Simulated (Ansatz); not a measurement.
Relaxation of C$_{2}$H$_{7}$B (10 atoms, charge 0, multiplicity 1), to a largest force component of 0.03 eV/Å in at most 50 steps.

Level of theory: RKS PBE0-D4/6-31G* (Ansatz).

```xyz
10
Properties=species:S:1:pos:R:3:forces:R:3
B -0.591 0.164 -0.420 0.31 0.33 0.10
C 0.628 1.119 -0.099 -0.40 0.46 -0.27
C -0.436 -1.209 0.294 -0.36 0.03 -0.04
H 0.637 -1.217 0.455 0.39 -0.86 0.30
H -1.473 0.458 -1.184 0.01 0.01 0.02
H 0.486 2.188 -0.293 0.00 -0.03 0.01
H 1.002 0.986 0.926 -0.01 -0.01 -0.06
H 1.446 0.787 -0.764 -0.02 0.00 0.02
H -0.899 -1.165 1.295 0.02 0.01 -0.11
H -0.801 -2.110 -0.209 0.05 0.06 0.03
```

Problem. Where does it end, and by what steps?

Solution. The run converged. The force dipped under the threshold on the way, but the program's further checks kept it going. After 10 steps the energy has fallen by 0.213 eV; H4 moved furthest, 0.54 Å.

```
step  energy less start (eV)  largest force component (eV/Å)  accepted
   0                  0.0000                           0.859       yes
   1                 -0.1447                           0.336       yes
   2                 -0.1937                           0.295       yes
   3                 -0.1442                           0.954        no
   4                 -0.2060                           0.297       yes
   5                 -0.2109                           0.078       yes
   6                 -0.2118                           0.055       yes
   7                 -0.2122                           0.026       yes
   8                 -0.2123                           0.053       yes
   9                 -0.2123                           0.054       yes
  10                 -0.2126                           0.004       yes
```

```xyz
10
Properties=species:S:1:pos:R:3
B -0.424 0.123 -0.358
C 0.695 1.196 -0.146
C -0.443 -1.268 0.360
H 0.494 -1.549 0.852
H -1.323 0.381 -1.121
H 0.311 2.223 -0.118
H 1.345 1.024 0.718
H 1.335 1.155 -1.044
H -1.213 -1.199 1.148
H -0.775 -2.085 -0.291
```

Whether the end is a true minimum wasn't checked by a vibrational analysis.

Time of the run: 36 s on 1 thread of Intel(R) Xeon(R) Processor @ 2.70GHz, on a shared host, peak memory 0.13 GiB.
